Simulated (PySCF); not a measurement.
## Isomerisation enthalpies of C2H6S

**Experimental background.**

From CRC Handbook of Chemistry and Physics, for the gas at 298.15 K: enthalpy of formation of `CCS` (ethanethiol) -46.1 kJ/mol; enthalpy of formation of `CSC` -37.4 kJ/mol.

The results are set against them at the end.

Differences of these values give the isomerisation enthalpies. Geometries: PBE0-D3(BJ)/def2-SVP; runs in PySCF, gas phase, with a dispersion term only where the level names one. Total electronic energies (Eh):

```json
{"SMILES": "CCS", "PBE0-D3(BJ)/def2-SVP": "-477.59592"}
{"SMILES": "CSC", "PBE0-D3(BJ)/def2-SVP": "-477.59063"}
```

Geometry of `CCS` (Å):
```
atom  x, y, z in Å
C1    -0.7822    0.5374    0.1167
C2     0.1143   -0.6596   -0.1309
S3     1.7117   -0.5937    0.7407
H4    -1.7509    0.4113   -0.3939
H5    -0.3229    1.4640   -0.2620
H6    -0.9707    0.6732    1.1918
H7    -0.3536   -1.5841    0.2427
H8     0.2951   -0.8140   -1.2060
H9     2.1918    0.4961    0.1025
```

Geometry of `CSC` (Å):
```
atom  x, y, z in Å
C1    -1.355   -0.115   -0.183
S2     0.130   -1.117   -0.382
C3     1.371    0.071    0.162
H4    -1.330    0.778   -0.826
H5    -2.208   -0.739   -0.485
H6    -1.499    0.191    0.865
H7     2.348   -0.427    0.090
H8     1.387    0.965   -0.482
H9     1.210    0.376    1.208
```

Zero-point and thermal terms are left out, so the computed numbers are electronic energies.

**Comparison with experiment**

Relative to `CCS`, the lowest by measurement, in kJ/mol (measured: enthalpies at 298.15 K; computed: electronic energies):

```
SMILES  measured  PBE0-D3(BJ)/def2-SVP
   CCS       0.0                   0.0
   CSC       8.7                  13.9
```

Measured values: -46.1 kJ/mol (298.15 K; CRC Handbook of Chemistry and Physics) for the first row; the others come from the same table. Unsigned miss: PBE0-D3(BJ)/def2-SVP 5.2 kJ/mol. One conformer stands for `CCS`, not necessarily the lowest, while the measurement averages over conformers. Where a level misses, the cause wasn't examined.
